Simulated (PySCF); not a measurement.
Al(CH3)Cl2, optimised at PBE/def2-SVP:

```xyz
7

C     -0.9818    -0.1499    -0.0090
Al     0.9432     0.1240    -0.0006
Cl     2.3130    -1.4744    -0.1992
Cl     1.7800     2.0563     0.1957
H     -1.4569     0.3708     0.8479
H     -1.2482    -1.2245     0.0339
H     -1.4215     0.2795    -0.9341
```

Method: PySCF energies plus ideal-gas RRHO corrections (1 bar). 6-31G* has spherical d functions here. All species are closed-shell singlets. B3LYP is the form with VWN-RPA correlation. Al(CH3)Cl2: computed as isolated molecules; such fragments, hydroxides, amides, oligomers or adducts are transient or little studied in the gas.

Question: List the harmonic frequencies (cm⁻¹, unscaled, methyl torsions left out) at this level and at the other levels, each on its own geometry.

Answer: 
- PBE/def2-SVP: 151, 153, 185, 411, 564, 640, 680, 703, 1165, 1371, 1374, 2975, 3068, 3091
- B3LYP/6-31G*: 153, 156, 188, 410, 562, 687, 702, 750, 1280, 1484, 1485, 3048, 3117, 3140
- HF/6-31G*: 162, 166, 203, 431, 587, 714, 742, 796, 1404, 1595, 1597, 3184, 3248, 3272
- PBE0/def2-TZVP: 150, 154, 191, 421, 570, 666, 698, 722, 1224, 1438, 1440, 3049, 3126, 3150
